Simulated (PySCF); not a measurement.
Molecule: SMILES C1CCCCC1, C$_{6}$H$_{12}$.

Mapped SMILES: `[CH2:1]1[CH2:2][CH2:3][CH2:4][CH2:5][CH2:6]1` (H(Xn): hydrogen on atom n).

Geometry PBE0-D3(BJ)/def2-SVP throughout; GIAO in PySCF 2.14, gas phase, one conformer, non-relativistic; equivalent atoms averaged; basis pcSseg-1.

Problem. How do the shifts δ (against TMS at the same level) depend on the functional? (ppm; last column core-seconds on shared hosts with different chips, so compare them loosely)

Solution. 
```tsv
functional	kind	C1/C2/C3/C4/C5/C6	H(C1)/H(C2)/H(C3)/H(C4)/H(C5)/H(C6)	core-s
HF	Hartree–Fock	25.5	1.17	9.4
LDA	LDA	30.8	1.46	21
PBE	GGA	31.2	1.44	28
BLYP	GGA	32.8	1.45	27
BP86	GGA	31.0	1.43	27
OPBE	GGA	29.0	1.40	27
KT2	GGA	30.9	1.46	24
KT3	GGA	30.9	1.44	21
B97-D	GGA	31.0	1.43	25
B3LYP	global hybrid	30.5	1.37	19
PBE0	global hybrid	28.7	1.33	28
mPW1PW91	global hybrid	28.6	1.32	16
WP04	global hybrid	30.2	1.26	29
B97-2	global hybrid	29.2	1.35	27
BHandHLYP	global hybrid	28.6	1.29	27
CAM-B3LYP	range-separated hybrid	29.1	1.33	36
wB97X-D	range-separated hybrid	28.2	1.29	36
LC-wPBE	range-separated hybrid	25.9	1.23	50
```

Problem. Which nucleus moves most, in ppm?

Solution. C1/C2/C3/C4/C5/C6 (sp3 CH2 in a ring): from 25.5 ppm with HF to 32.8 ppm with BLYP. The smallest spread is 0.29 ppm, at H(C1)/H(C2)/H(C3)/H(C4)/H(C5)/H(C6). Proton shifts span only some 12 ppm, so a few tenths of a ppm matter as much there as several ppm in carbon.
